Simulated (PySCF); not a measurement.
CH, charge +1, multiplicity 1. Atoms are numbered in the order given.

```xyz
2

C      0.0000     0.0000    -0.1629
H      0.0000     0.0000     0.9775
```
Charge +1, spin multiplicity 1.

Geometry optimised at PBE0-D3(BJ)/def2-TZVPD.

These are r2SCAN/def2-TZVPD (PySCF) values and carry that method's errors.

ESP charges are fitted to the potential on shells at 1.4 to 2.0 van der Waals radii. Atomic charges (e):

```tsv
atom	ESP fit	IAO
C1	0.65	(withheld)
H2	0.35	(withheld)
```

Q: What belongs in the gaps? (An estimate is asked for; the answer gives what the named calculation found.)

A: 
- C1, IAO: 0.70
- H2, IAO: 0.30
